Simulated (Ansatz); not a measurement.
# BFHNa (SMILES F[BH][Na]): one structure at several levels

An exercise on one series of results from a longer session: the logs are not shown, and one member is left open.

The runs use Ansatz 0.2.0, Gaussian basis; single points in def2-TZVPP.

Cores are frozen in the correlated methods. The outer core shell of Li, Na, Mg and K is correlated.

**Starting geometry**

SMILES `F[BH][Na]`, 4 atoms, charge 0, spin multiplicity 1.

Atoms are counted from 1 here; the program's logs count them from 0.

Bond lengths: F1–B2 1.354 Å, B2–Na3 2.313 Å, B2–H4 1.261 Å. Angles: F1–B2–Na3 107.5°, F1–B2–H4 104.1°, Na3–B2–H4 148.0°.

Coordinates:

```xyz
4

F    -0.1391    0.8707   -0.9398
B    -0.2646   -0.0256    0.0679
Na    1.8074   -1.0001    0.3918
H    -1.4468    0.1357    0.4764
```

Set-up of the first run:

run/in.yaml

```yaml
crystal:
  periodic: [false, false, false]
  atoms:
    - {symbol: F, position_ang: [-0.139100, 0.870700, -0.939800]}
    - {symbol: B, position_ang: [-0.264600, -0.025600, 0.067900]}
    - {symbol: Na, position_ang: [1.807400, -1.000100, 0.391800]}
    - {symbol: H, position_ang: [-1.446800, 0.135700, 0.476400]}
basis:
  gaussian: {orbitals: def2-TZVPP}
correlation: {method: ccsd_t}
output: {forces: true}
```

The command line of these runs was not kept.

Steps of the session up to this table: CCSD(T)/def2-TZVPP; PBE0-D4/def2-TZVPP; wB97M-V/def2-TZVPP; r2SCAN-D4/def2-TZVPP; PBE-D4/def2-TZVPP; BHLYP-D4/def2-TZVPP; SPW92/def2-TZVPP.

One table of the session follows, with a row left open; its other results are not shown here.

| method | RMS force component (eV/Å) | angle to CCSD(T) forces (°) | dipole (D) |
| --- | --- | --- | --- |
| CCSD(T) | 0.683 | reference | 6.19 |
| PBE0-D4 | 0.673 | 13.5 | 5.74 |
| wB97M-V | ? | ? | ? |
| r2SCAN-D4 | 0.684 | 8.0 | 5.70 |
| PBE-D4 | 0.632 | 6.0 | 5.04 |
| BHLYP-D4 | 0.760 | 19.7 | 6.10 |
| SPW92 | 0.598 | 28.8 | 4.97 |

**Question.** Estimate the row for wB97M-V.

**Answer.** RMS force component (eV/Å): 0.660; angle to CCSD(T) forces (°): 4.5; dipole (D): 6.10. In the column «RMS force component (eV/Å)» it lies between PBE-D4 (0.632) and PBE0-D4 (0.673).
